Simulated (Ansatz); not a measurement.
# B2SiH+ (triplet): from Hartree-Fock to the top rungs, def2-TZVPP

One table from this session's results is given with a row withheld; the runs are named, their logs left out.

The runs use Ansatz 0.2.0, Gaussian basis; def2-TZVPP, core rule «outside noble gas», up to 7 orbitals frozen.

Plan: UHF; ROHF; CCSD(T) on UHF.

### The system

The geometry is a PBE0/def2-TZVP stationary point (not a proven minimum) of the parent state, kept for this charge and spin.

4 atoms, charge 1, spin multiplicity 3.

Atoms are counted from 1 here; the program's logs count them from 0.

Bond lengths: B1–Si2 1.995 Å, B1–B3 1.731 Å, Si2–B3 1.946 Å, B3–H4 1.188 Å. Angles: Si2–B1–B3 62.5°, B1–Si2–B3 52.1°, B1–B3–Si2 65.4°, B1–B3–H4 134.1°, Si2–B3–H4 160.5°.

Set-up of the first run:

in.yaml reads:

```yaml
crystal:
  periodic: [false, false, false]
  atoms:
    - {symbol: B, position_ang: [0.000000, -1.102278, -0.760213]}
    - {symbol: Si, position_ang: [0.000000, 0.151019, 0.792273]}
    - {symbol: B, position_ang: [0.000000, 0.594686, -1.102049]}
    - {symbol: H, position_ang: [0.000000, 1.236325, -2.101784]}
basis:
  gaussian: {orbitals: def2-TZVPP}
total_charge: 1
magnetization: {spin_polarized: true, initial_magnetization: 2}
hamiltonian: {xc: hf}
output: {orbitals: {seedname: orbitals}}
```

The run is started by

```
$ ansatz run in.yaml --threads 1 --pin off --events-out ev --progress --plain --max-ram 4096MiB --backend cpu
```

Steps of the session up to this table: UHF; ROHF; CCSD(T) on UHF.

One table of the session follows, with a row left open; its other results are not shown here.

| method | from UCCSD(T) (kcal/mol) |
| --- | --- |
| ROHF | +185.38 |
| UHF | ? |
| UMP2 | +41.88 |
| UCCSD | +11.37 |
| UCCSD(T) | 0 |

Estimate the missing values for UHF.

**Answer.** from UCCSD(T) (kcal/mol): +171.12. In the column «from UCCSD(T) (kcal/mol)» it lies between UMP2 (+41.88) and ROHF (+185.38).

Caveats from the session: The determinant is far from a pure spin state, so its energy mixes those of several spin states (harmless only where they are near-degenerate, as at dissociation).
